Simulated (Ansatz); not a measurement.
# P₂HF (singlet): the correlation ladder, cc-pVDZ

An exercise on one series of results from a longer session: the logs are not shown, and one member is left open.

Computed with Ansatz 0.2.0, Gaussian basis. Level: cc-pVDZ, core rule «outside noble gas», up to 11 orbitals frozen.

To be run: UHF; CCSD(T) on RHF; CCSD(T) on UHF; BCCD(T) on RHF; CISD; CCSDT(Q) on RHF.

16 further runs of the same task are left out: 6 for a known fault of the program, 2 that didn't finish, 8 set aside as unsound or not needed.

## The geometry

The geometry is a PBE0/def2-TZVP stationary point (not a proven minimum).

4 atoms, charge 0, spin multiplicity 1.

Atoms are counted from 1 here; the program's logs count them from 0.

Bond lengths: F1–P2 1.601 Å, P2–P3 2.007 Å, P3–H4 1.428 Å. Angles: F1–P2–P3 104.6°, P2–P3–H4 84.2°.

The first run:

in.yaml

```yaml
crystal:
  periodic: [false, false, false]
  atoms:
    - {symbol: F, position_ang: [0.000000, -0.589763, 1.517276]}
    - {symbol: P, position_ang: [0.000000, 0.613588, 0.461526]}
    - {symbol: P, position_ang: [0.000000, -0.285990, -1.332319]}
    - {symbol: H, position_ang: [0.000000, 1.049295, -1.839497]}
basis:
  gaussian: {orbitals: cc-pVDZ}
magnetization: {spin_polarized: true, initial_magnetization: 0}
hamiltonian: {xc: hf}
output: {orbitals: {seedname: orbitals}}
```

On the command line:

```
ansatz run in.yaml --threads 1 --pin off --events-out ev --progress --plain --max-ram 2393MiB
```

Among the steps run: UHF; CCSD(T) on RHF; CCSD(T) on UHF; BCCD(T) on RHF; CISD; CCSDT(Q) on RHF.

One table of the session follows, with a row left open; its other results are not shown here.

```
   method  from RCCSDT(Q) (meV)
      RHF              +12569.3
      UHF              +12444.3
     RMP2               +1262.9
     UMP2               +1689.1
     CISD               +1956.3
    RCCSD                +481.5
    UCCSD                +510.7
 RCCSD(T)                 +72.7
 UCCSD(T)                +102.8
  BCCD(T)                 +66.6
   RCCSDT                     ?
RCCSDT(Q)                     0
```

Estimate the missing values for RCCSDT.

The run gave: from RCCSDT(Q) (meV): +44.1. In the column «from RCCSDT(Q) (meV)» it lies between RCCSDT(Q) (0) and BCCD(T) (+66.6).

With the free atoms at the same levels and basis (separate runs), the atomisation energy is 9.275 eV at RCCSDT(Q), 9.226 eV at RCCSD(T), 9.196 eV at UCCSD(T), 5.353 eV at RHF.

Caveats from the session: Warnings: restricted reference is unstable; spin contamination. Restricted and unrestricted rows rest on different reference determinants; where their highest levels disagree by more than a few hundredths of an eV, they describe different states and don't form one ladder.
